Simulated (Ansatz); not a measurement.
We consider hcp Hf, described by r²SCAN+rVV10 (Ansatz, a program for electronic structure, plane waves, PAW).

Settings: plane-wave cutoff 600 eV, 24×24×14 k mesh (along the axes of the cell as run), Fermi–Dirac smearing 0.043 eV (set by the program), scalar-relativistic PAW data made under PBE.

Cell (relaxed at this level):

```
CELL_PARAMETERS angstrom
      3.18623     0.00000     0.00000
     -1.59312     2.75936     0.00000
      0.00000     0.00000     5.02467
ATOMIC_POSITIONS crystal
  Hf 0.66667 0.33333 0.75000
  Hf 0.33333 0.66667 0.25000
```

**Question.** What does this level give for the Young modulus, elastic constant C11, elastic constant C44, elastic constant C33, elastic constant C12, elastic constant C13 and elastic constant C66?

**Answer.** 
* **Young modulus**: 158 GPa
* **elastic constant C11**: 195 GPa
* **elastic constant C44**: 61.7 GPa
* **elastic constant C33**: 203 GPa
* **elastic constant C12**: 73.8 GPa
* **elastic constant C13**: 67.0 GPa
* **elastic constant C66**: 60.6 GPa

Elastic constants are with the ions relaxed.

Spin–orbit coupling is not included.

Cost on a shared machine: roughly 100 core-minutes.
